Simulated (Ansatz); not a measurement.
# Ga3W: from a trial structure to a relaxed crystal

Level of theory: DFT PBE, scalar-relativistic, plane waves, PAW in Ansatz 0.2.0. Cutoff 420 eV, Γ-centred k mesh, Gaussian smearing, no spin polarisation in the final step.

The start puts Ga3W on the sites of a reported Cu3Pd cell (P4/mmm, No. 123), with W in place of Pd, Ga in place of Cu, at a guessed volume.

```
Ga W
1.0
     4.04930    0.00000    0.00000
     0.00000    4.04930    0.00000
     0.00000    0.00000    4.00768
Ga W
3 1
Direct
  0.00000 0.50000 0.50000
  0.50000 0.00000 0.50000
  0.50000 0.50000 0.00000
  0.00000 0.00000 0.00000
```

Cell and atoms relax at zero pressure; the relaxation can't lower the symmetry of the start. After a coarse first stage the cell is made exact in the group found at 0.06 Å.

Energies over the elements count from the elements' standard structures at the same level, with no empirical corrections.

Task: Which crystal results?

Result: It keeps P4/mmm (No. 123). Conventional cell: a = 4.278 Å, c = 3.454 Å. Ga on Wyckoff site e (2 atoms of the primitive cell) is coordinated by 4 Ga at 2.75 Å, 4 W at 2.75 Å, 4 Ga at 3.03 Å and 2 Ga at 3.45 Å; Ga on Wyckoff site c (1 atom of the primitive cell) has 8 Ga at 2.75 Å, 4 W at 3.03 Å and 2 Ga at 3.45 Å; W is coordinated by 8 Ga at 2.75 Å, 4 Ga at 3.03 Å and 2 W at 3.45 Å.

Space group P4/mmm (No. 123). a = 4.278 Å, b = 4.278 Å, c = 3.454 Å, α = 90.00°, β = 90.00°, γ = 90.00°
```json
{"atom": "Ga", "site": "2e", "symmetry": "mmm.", "x": "0.0000", "y": "0.5000", "z": "0.5000"}
{"atom": "Ga", "site": "1c", "symmetry": "4/mmm", "x": "0.5000", "y": "0.5000", "z": "0.0000"}
{"atom": "W", "site": "1a", "symmetry": "4/mmm", "x": "0.0000", "y": "0.0000", "z": "0.0000"}
```

Task: What are its volume, energy, density and gap?

Result: The volume per atom is 15.81 Å³, the density is 10.32 g/cm³ and the energy over the elements is 0.34 eV/atom. The gap on the 12×12×14 mesh is 0 eV (a metal).

The final run used a 12×12×14 mesh on its 4-atom cell and 0.10 eV smearing. For metals, differences of a few meV/atom aren't resolved. Spin–orbit coupling is left out. Symmetry constrained the relaxation, so the result can be a saddle point.

Cost: 4 runs of about 2.5 core-minutes in all, on Arm Neoverse V1 (shared hosts).